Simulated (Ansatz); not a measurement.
From input file to script: BH3P2, SMILES B1PP1 in Ansatz 0.2.0.

```yaml
crystal:
  periodic: [false, false, false]
  atoms:
    - { symbol: B, position_ang: [-0.7351, -0.4455, -0.3967] }
    - { symbol: P, position_ang: [0.7093, 0.9395, -0.4816] }
    - { symbol: P, position_ang: [0.4847, -0.3199, 1.1104] }
    - { symbol: H, position_ang: [-1.6639, -0.8751, -0.9105] }
    - { symbol: H, position_ang: [1.5749, 0.0357, -1.248] }
    - { symbol: H, position_ang: [-0.3279, 0.6013, 1.8803] }
basis:
  gaussian:
    orbitals: cc-pVDZ
correlation:
  method: sc_nevpt2
  active_space:
    window:
      electrons: 4
      orbitals: 5
```

Script `cas.py`:
```python
"""Static correlation in BH3P2: natural occupations of an active space."""

from dataclasses import dataclass
import warnings

import ansatz


@dataclass(frozen=True)
class RunConfig:
    basis: str = "cc-pVDZ"


opts = RunConfig()

warnings.simplefilter("ignore", ansatz.DeckWarning)

geometry_ang = [
    ("B", [-0.7351, -0.4455, -0.3967]),
    ("P", [0.7093, 0.9395, -0.4816]),
    ("P", [0.4847, -0.3199, 1.1104]),
    ("H", [-1.6639, -0.8751, -0.9105]),
    ("H", [1.5749, 0.0357, -1.248]),
    ("H", [-0.3279, 0.6013, 1.8803]),
]
geometry = ansatz.Crystal.molecule()
for symbol, xyz in geometry_ang:
    geometry = geometry.atom(symbol, xyz)

calculation = (
    geometry.calculation()
    .basis(gaussian=opts.basis)  # atom-centred Gaussian functions
    .correlation(active_electrons=4, active_orbitals=5)
)
for method in ["sc_nevpt2"]:
    summary = (calculation if method is None else calculation.correlation(method)).run(threads=1).report
    space = summary["configurations"]
    state = space["states"][0]
    print(method or "casscf", f"total {summary['free_energy_ev'] / 27.211386246:.6f} Ha, active-space state {state['energy']['hartree']:.6f} Ha, mean field {summary['reference_energy_ev'] / 27.211386246:.6f} Ha")
    print("  determinants", state["n_determinants"], " natural occupations", [round(n, 3) for n in space["natural_occupations"]])
```

```console
$ python cas.py
sc_nevpt2 total -708.159362 Ha, active-space state -707.883680 Ha, mean field -707.845994 Ha
  determinants 100  natural occupations [1.97, 1.956, 0.043, 0.021, 0.011]
```

Reading the output:
- Total energies depend on the basis set; only differences at equal settings carry meaning.
- The geometry is a force-field or estimated start, not a minimum of this method, and the basis set is short of its limit. The active space starts as a window about the frontier orbitals and is then optimised, not chosen by chemistry.
- Timing: 6.7 s on 1 thread of Arm Neoverse V1, on a shared host, peak memory 0.19 GiB.

(Lines on the test bed's own set-up are left out of the output.)
